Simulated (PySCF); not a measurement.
## Match the barriers

Saddle point of CH₆BN, closed shell (CH₆BN ([CH3][BH][NH2]) → BNH₂ ([BH][NH]) + CH₄; bonds formed: C2–H4; bonds broken: B1–C2, N3–H4), PBE0-D4/def2-TZVP structure:

| atom | x (Å) | y (Å) | z (Å) |
| --- | --- | --- | --- |
| B1 | -0.6258 | -0.0680 | -0.5564 |
| C2 | 0.4274 | 0.5744 | 0.7640 |
| N3 | -0.0978 | -1.2253 | -0.9724 |
| H4 | 0.5451 | -0.5140 | 0.0645 |
| H5 | -1.5288 | 0.6974 | -0.7280 |
| H6 | 1.3476 | 0.1634 | 1.2075 |
| H7 | 0.6862 | 1.5470 | 0.3492 |
| H8 | -0.3008 | 0.6537 | 1.5694 |
| H9 | -0.4531 | -1.8287 | -1.6979 |

PySCF 2.14 with density fitting (its default auxiliary sets; JK sets also for MP2 and CCSD(T)); basis: def2-TZVPP, with def2-QZVPP for the basis limit; cores frozen in the correlated methods. Extrapolation: Hartree–Fock as exp(−7.88 √X), correlation as X^−2.97. Four methods, as single points on the PBE0-D4 structures, gave these electronic barriers from the start structure: 295.4, 325.5, 366.2, 407.9 kJ/mol.

(1) The methods were, in alphabetical order, BHLYP-D4, HF, r2SCAN-D4, SPW92. Which gave which? (Judge from chemistry; the calculation decides.)

T1 diagnostic: at most 0.015.

Answers

(1) Computed: SPW92 295.4; r2SCAN-D4 325.5; BHLYP-D4 366.2; HF 407.9 kJ/mol. For comparison, CCSD(T) at an estimated basis limit (MP2 extrapolated from triple and quadruple zeta, plus CCSD(T) − MP2 in triple zeta) gives 339.7 kJ/mol.

Labels in which every atom is bracketed show which atoms are joined, not bond orders.

For scale, one of the runs: CCSD(T)/def2-TZVPP, 177 basis functions, launched by `OMP_NUM_THREADS=4 python run.py`. The run took 3 min on 4 CPU threads of an Arm Neoverse V1 (shared host), with 1.5 GiB of host memory at its peak.
